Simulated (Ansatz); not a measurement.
## Ansatz (development build ahead of 0.2.0) run

```yaml
crystal:
  periodic: [false, false, false]
  atoms:
    - { symbol: C, position_ang: [0.00509, -0.03897, -0.76074] }
    - { symbol: C, position_ang: [0.0487, 0.65105, 0.48549] }
    - { symbol: C, position_ang: [-0.01942, -0.70987, 0.55163] }
    - { symbol: H, position_ang: [0.90282, 0.00269, -1.42856] }
    - { symbol: H, position_ang: [-0.94756, 0.0258, -1.58118] }
    - { symbol: H, position_ang: [0.05538, 1.58015, 1.01565] }
    - { symbol: H, position_ang: [-0.02201, -1.50296, 1.00283] }
basis:
  gaussian: { orbitals: STO-3G }
hamiltonian:
  xc: hf
correlation:
  method: mp2
  frozen_orbitals: { C: 1, H: 0 }
```

The input is written out in the form of the current development build from the run's settings.

Output:

```yaml
Converged: yes
Reference_energy: -114.33113 hartree
Correlation_energy: -0.18734 hartree
Total_energy: -114.51847 hartree
Spin_squared_of_the_determinant: 0.000
```

Caution: bonds are stretched, where a single reference can fail; stretched shape with no unrestricted run beside it, a lower state can exist.
